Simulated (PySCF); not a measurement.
## Frontier orbitals and the lowest excitations

C5H13P.
Geometry (GFN2-xTB, Å), atoms numbered from 1 in this order:
```xyz
19
C5H13P angstrom
C     -2.0081   -1.3474    0.5706
C     -1.6132    0.0934    0.2756
C     -0.1524    0.2486   -0.1547
C      0.1377    1.7097   -0.4900
P      1.0006   -0.3249    1.2175
C      2.6220   -0.1742    0.3333
H     -3.0752   -1.4136    0.7701
H     -1.7765   -1.9895   -0.2776
H     -1.4754   -1.7182    1.4441
H     -1.7861    0.7044    1.1652
H     -2.2518    0.4829   -0.5231
H      0.0295   -0.3701   -1.0432
H     -0.5751    2.0775   -1.2270
H      1.1387    1.8298   -0.8981
H      0.0530    2.3260    0.4041
H      0.8606   -1.6899    0.9322
H      2.5476   -0.5047   -0.7015
H      3.3497   -0.7891    0.8599
H      2.9645    0.8585    0.3653
```

Level of theory: TDDFT B3LYP/def2-SVPD, vertical, gas phase, core orbitals frozen in the response (PySCF 2.14.0, density-fitted response routines).

Frontier orbitals with the atoms that hold most of them (Löwdin shares over 4%, at most four atoms; ? is withheld):

```tsv
orbital	ε (eV)	atoms
HOMO-3	-9.23	C2 22%, C3 16%, H10 13%, C1 10%
HOMO-2	-8.87	C3 17%, C2 15%, C4 14%, C1 11%
HOMO-1	-8.29	P5 22%, C3 21%, C2 13%, C6 9%
HOMO	-6.56	?
LUMO	?	?
LUMO+1	0.52	P5 15%, C1 14%, C2 11%, C6 7%
LUMO+2	1.04	C4 17%, H15 10%, H13 8%, H8 8%
```

**Question.** Give the leading atoms of the HOMO.

**Answer.** P5 (bonded to 2 C and H) 61%; C3 (bonded to 2 C, P and H) 12%; C6 (bonded to P and 3 H) 11%; H16 (bonded to P) 6%. By element: phosphorus 61%, carbon 23% or more, hydrogen 6% or more.

**Question.** Give the leading atoms of the LUMO.

**Answer.** P5 (bonded to 2 C and H) 19%; C6 (bonded to P and 3 H) 19%; H16 (bonded to P) 11%; C4 (bonded to C and 3 H) 8%. By element: carbon 27% or more, phosphorus 19%, hydrogen 11% or more.

**Question.** What is the LUMO energy, and the HOMO–LUMO gap?

**Answer.** ε(LUMO) = 0.26 eV; the gap is 6.82 eV (0.2507 hartree).

**Question.** How does S1 compare with the orbital gap of 6.82 eV?

**Answer.** S1 is at 5.98 eV (f = 0.031), 0.84 eV below the gap, made of HOMO→LUMO (98%). 

**Question.** Give energy, strength and leading configuration of S1 and S2, and follow the Löwdin shares of the leading atoms from the occupied to the empty orbital.

**Answer.** 
- S1 (5.98 eV, f 0.031), HOMO→LUMO (98%): P5 61% → 19%, C3 12% → at most 8%, C6 11% → 19%
- S2 (6.35 eV, f 0.065), HOMO→LUMO+1 (97%): P5 61% → 15%, C3 12% → at most 8%, C1 at most 7% → 14%

Löwdin shares depend on the basis, the more so with diffuse functions.

One conformer stands for the species.
